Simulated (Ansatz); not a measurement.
# C3H3NO: the cost of one run

Method: the levels named in each step, in Ansatz 0.2.0.

## Step 1: The system as given

Bond lengths: C1–C2 1.199 Å, C2–C3 1.450 Å, C3–N4 1.356 Å, C3–O5 1.209 Å, C1–H6 1.051 Å, N4–H7 1.004 Å, N4–H8 1.007 Å. Angles: C1–C2–C3 175.7°, C2–C1–H6 179.0°, C2–C3–N4 113.1°, C2–C3–O5 123.2°, N4–C3–O5 123.7°, C3–N4–H7 122.0°, C3–N4–H8 118.7°, H7–N4–H8 119.3°.

Coordinates:

```xyz
8

C     2.0256    0.7104   -0.2963
C     0.9012    0.3219   -0.1433
C    -0.4209   -0.2097    0.1226
N    -1.3863    0.3610   -0.6406
O    -0.6352   -1.0720    0.9423
H     3.0051    1.0610   -0.4441
H    -1.1799    1.0780   -1.3123
H    -2.3389    0.0590   -0.5206
```

## Step 2: A rough first relaxation, PBE-D4/def2-SVP

This run stands in another session on the same molecule. It ended at:

```xyz
8

C     2.0576    0.7182   -0.2980
C     0.9101    0.3233   -0.1396
C    -0.4329   -0.2100    0.1213
N    -1.4132    0.3622   -0.6462
O    -0.6398   -1.0857    0.9553
H     3.0721    1.0667   -0.4391
H    -1.2085    1.0906   -1.3285
H    -2.3746    0.0442   -0.5175
```

## Step 3: Relaxation, HF/STO-3G

input.yaml

```yaml
crystal:
  periodic: [false, false, false]
  atoms:
    - { symbol: C, position_ang: [2.05757709, 0.71817227, -0.29800883] }
    - { symbol: C, position_ang: [0.91012986, 0.32328581, -0.13960429] }
    - { symbol: C, position_ang: [-0.43293452, -0.20997352, 0.12130756] }
    - { symbol: "N", position_ang: [-1.41324779, 0.36222782, -0.64622941] }
    - { symbol: O, position_ang: [-0.63975854, -1.08568015, 0.95527992] }
    - { symbol: H, position_ang: [3.07208551, 1.06674, -0.43906375] }
    - { symbol: H, position_ang: [-1.20853527, 1.09060606, -1.32854711] }
    - { symbol: H, position_ang: [-2.37457634, 0.04419172, -0.5175441] }
basis:
  gaussian: { orbitals: STO-3G }
hamiltonian:
  xc: hf
relax:
  f_tol: 0.002
  max_steps: 150
```

The run is started by

```
$ ansatz run input.yaml --threads 2 --pin off --max-ram 5120MiB --backend cpu --events-out ev --progress --plain --runs-dir out
```

**Question.** How long does this run take on 2 threads of Intel Xeon 6975P-C (Granite Rapids), shared host, and how much memory does it need?

About 4.1 s, with a peak of 0.12 GiB.
